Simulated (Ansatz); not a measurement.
Results of rVV10 in Ansatz (PAW) for A-type hexagonal Nd₂O₃.

Settings: plane-wave cutoff 520 eV, 12×12×6 k mesh (along the axes of the cell as run), Fermi–Dirac smearing 0.01 eV, spin-polarised start, scalar-relativistic PAW data made under PBE.

Computed at the level's own relaxed cell.

Q: What does this level give for the band gap, lattice parameter c, pressure derivative B′ of the bulk modulus, equilibrium lattice constant a and Γ–Γ gap?

A: 
band gap: 0.81 eV
lattice parameter c: 6.045 Å
pressure derivative B′ of the bulk modulus: 3.9
equilibrium lattice constant a: 3.837 Å
Γ–Γ gap: 0.89 eV

Note: the magnetic order was assumed, not searched for or taken from measurement; the relaxation could not lower the start's symmetry, so the cell can be a saddle point above a distorted one; the 4f shell is treated without U or exact exchange, so its levels and filling can be wrong; the bulk modulus comes from volumes at which shape and atoms were relaxed.

Spin–orbit coupling is not included.

The computed numbers hold no vibrational or temperature effects.

Ansatz is a quantum-chemistry and plane-wave program.
